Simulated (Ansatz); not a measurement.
Isomers

Structures of C$_{2}$H$_{5}$Si (charge +1), closed shell, relaxed at PBE0-D4/def2-TZVP (vibrations not checked; lower isomers may exist, and structures with a doubtful reference or unclear bonds are left out). Ansatz 0.2.0; basis: def2-TZVPP; cores frozen in the correlated methods. B3LYP uses VWN-RPA correlation.

(1) Rank them by CCSD(T) energy, lowest first, and give each one's height above the lowest. Links in brackets join atoms within 1.22 times the sum of their covalent radii (1.1 for two metals). (An estimate is asked for; the value comes from the calculation.)
A.
C₂H₅Si ([CH2][CH][SiH2]), total charge +1
```
8
angstrom
C -0.8125 0.7810 -0.6976
C 0.1798 0.6123 0.2014
Si 0.6899 -1.0542 0.5689
H -1.2993 -0.0548 -1.1936
H -1.1711 1.7708 -0.9669
H 0.6460 1.4689 0.6797
H 1.7605 -1.3631 1.5312
H 0.0068 -2.1609 -0.1231
```
B.
C₂H₅Si ([CH2]1[CH2][SiH]1), total charge +1
```
8
angstrom
C -0.5031 0.2875 -0.3770
C 0.6496 -0.6271 0.2357
Si -0.7614 -1.4805 -0.4565
H -1.0783 0.8869 0.3274
H -0.2585 0.8391 -1.2837
H -1.5311 -2.6910 -0.8113
H 1.6008 -0.6350 -0.2946
H 0.7806 -0.5895 1.3163
```
C.
C₂H₅Si ([CH2][Si][CH3]), total charge +1
```
8
angstrom
C -1.1591 1.0788 -1.0058
Si 0.1146 0.1068 -0.4791
C 0.8990 -0.8638 0.8542
H -1.9239 0.6538 -1.6569
H -1.0095 2.1545 -1.1052
H 1.0654 -0.1820 1.6978
H 1.8352 -1.3176 0.5295
H 0.1783 -1.6304 1.1656
```

(2) Do PBE-D4, r2SCAN-D4, PBE0-D4, B3LYP-D4, wB97M-V, HF, MP2 give the same order? (Judge from chemistry; the calculation decides.)

The T1 diagnostic stays at or below 0.017. The restricted Hartree–Fock reference is unstable towards an unrestricted one at one or more of these structures.

For scale, one of the runs: CCSD(T)/def2-TZVPP, 174 basis functions, launched by `ansatz run in.yaml --threads 2 --pin off --events-out ev --progress --plain --max-ram 4352MiB`. Hardware: 2 CPU threads of an Arm Neoverse V2, shared host. Wall time 22 s; peak host memory 1.4 GiB.

Answers

(1) Computed: A (0.000 eV), C (0.851 eV), B (1.055 eV). Heights count from the lowest.

(2) Computed: Lowest first: HF A < B < C. The others agree with CCSD(T).
